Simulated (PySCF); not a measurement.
Compound: ozone, O3.
Numbering: `[O:1]=[O+:2][O-:3]`

All values: wB97X-D/pcSseg-2 (PySCF, non-relativistic), on one gas-phase PBE0-D3(BJ)/def2-TZVP geometry that isn't relaxed in the solvent. The solvent is an IEF-PCM continuum (Bondi radii, 1.10 Å for H, scaled by 1.2). The model holds no explicit solvent molecules, cavitation or dispersion.

Gas phase at wB97X-D/pcSseg-2: HOMO -11.69 eV, LUMO -2.99 eV, dipole 0.72 D.

What does the continuum do to the energy, the frontier levels and the dipole at wB97X-D/pcSseg-2 in chloroform?

```csv
solvent,ε,E(solvent) − E(gas) (kcal/mol),polarisation term (kcal/mol),distortion of the solute (kcal/mol),HOMO (eV),LUMO (eV),dipole (D)
chloroform,4.711,-1.07,-1.13,0.06,-11.62,-2.89,0.82
```

Polarisation term: ½ Σ q·V over the induced surface charges. Distortion: the rise of the solute's own energy as its density leaves the gas-phase optimum.

The pairwise dispersion term of wB97X-D wasn't added to the energies; at a given geometry it leaves orbitals and properties as they are.
